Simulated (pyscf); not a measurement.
Single points on ωB97X-D3(BJ)/def2-SVP structures (PySCF, gas phase).

Q: PBE/def2-TZVP puts the barrier of `[SiH3][NH][SiH3]` + `[H]` [doublet] → `[SiH2][NH][SiH3]` [doublet] + `[H][H]` (hydrogen abstraction; doublet surface; H–Si broken, H–H formed) at -0.7 kcal/mol and the reaction energy at -15.7 kcal/mol, from the separated reactants. What do r²SCAN/def2-TZVP, PBE0-D3(BJ)/def2-TZVP, ωB97M-D3(BJ)/def2-TZVP give on the same structures?

A: r²SCAN: ΔE‡ = -1.6 kcal/mol, ΔE = -16.5 kcal/mol; PBE0-D3(BJ): ΔE‡ = 1.2 kcal/mol, ΔE = -13.5 kcal/mol; ωB97M-D3(BJ): ΔE‡ = 4.3 kcal/mol, ΔE = -12.0 kcal/mol. PBE's barrier lies among them. Its reaction energy lies among theirs. At PBE, r²SCAN this geometry lies under the reactants; that is no barrier but a single point on another level's saddle; such a level's own saddle, if it has one, lies nearer that side and is low. This is the saddle that the search found; another between the same sides may lie lower. The angle at the transferred H is 178°.
